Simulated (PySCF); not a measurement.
CF4, SMILES FC(F)(F)F.

Geometry optimised at B3LYP-D3(BJ)/def2-SVP.

The numbers are results of PBE/def2-TZVPD (PySCF), not measurements.

The molecule is in vacuum.

- total energy: -437.27850 hartree
- point group: Td
- highest occupied level: -10.41 eV
- lowest empty level: -0.16 eV
- orbital gap: 10.25 eV
- dipole moment: 0.00 D
- quadrupole, principal values (traceless, Buckingham form, about the centre of nuclear charge): 0.00, 0.00, 0.00 D·Å
- mean static polarisability: 20.6 bohr³ (3.05 Å³)
- polarisability, principal values: 20.6, 20.6, 20.6 bohr³
